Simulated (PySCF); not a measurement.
**Working out the ionisation energy of P**

P [Ne] 3s2 3p3 (4S) → P⁺ [Ne] 3s2 3p2 (3P). Computed with PySCF 2.14 in def2-QZVPPD, with no relativity, point nucleus. Frozen: 1s2. Energies in hartree (1 hartree = 27.21139 eV):

| part | P (lower) | P⁺ (upper) |
| --- | --- | --- |
| UHF | -340.719050 | -340.355018 |
| MP2 opposite-spin | -0.196200 | -0.186390 |
| MP2 same-spin | -0.081102 | -0.068237 |

What does Hartree-Fock give?

(-340.355018) − (-340.719050) = 0.364032 hartree = 9.906 eV.

What do MP2 and SCS-MP2 (6/5 opposite-spin, 1/3 same-spin) give?

The opposite-spin parts differ by 0.267 eV and the same-spin parts by 0.350 eV. MP2: 9.906 + (0.267) + (0.350) = 10.523 eV. SCS-MP2: 9.906 + 1.2 × (0.267) + (0.350)/3 = 10.343 eV.

Measured between the centres of the two terms (NIST): 10.526 eV, so MP2 (valence and next inner shell) is off by -0.003 eV.

What remains against the reference includes basis incompleteness, the frozen core and correlation beyond second order.
